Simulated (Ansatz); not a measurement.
Zinc-blende MgTe (metastable phase) was calculated with PBE0-D3(BJ) in Ansatz (PAW).

Numerical settings: plane-wave cutoff 460 eV, 8×8×8 k mesh, Fermi–Dirac smearing 0.01 eV, scalar-relativistic PAW data made under PBE.

Energies at three volumes about the minimum:

```tsv
V (Å³/atom)	E − E_lowest (meV/atom)
31.366	2.54
31.952	0.00
32.974	2.26
```

Question: Fit a parabola by hand: where is the minimum, what lattice constant follows, and what is the bulk modulus?

Answer: Slopes: (0.00 − 2.54)/(31.952 − 31.366) = -4.334 and (2.26 − 0.00)/(32.974 − 31.952) = 2.211 meV/Å³. Curvature E″ = 2 × (2.211 − (-4.334))/(32.974 − 31.366) = 8.141 meV/Å⁶. From the middle of the first interval, the slope vanishes at V0 = 31.6590 − (-4.334)/8.141 = 32.191 Å³/atom. B = V0 E″ = 32.191 × 8.141 meV/Å³ × 0.1602 GPa per meV/Å³ = 42.0 GPa. With 8 atoms in the cube, a = (8 × 32.191)^(1/3) = 6.362 Å. The full Birch–Murnaghan fit to all volumes gives V0 = 32.174 Å³/atom and B0 = 41.4 GPa.

Measured, for comparison: lattice constant a 6.42 ± 0.005 Å (room temperature, no zero-point or thermal correction, from epitaxial CdTe/MgTe superlattices; as tabulated in Lucero et al. (2012), arXiv:1111.4515).

Ansatz is an electronic-structure program.
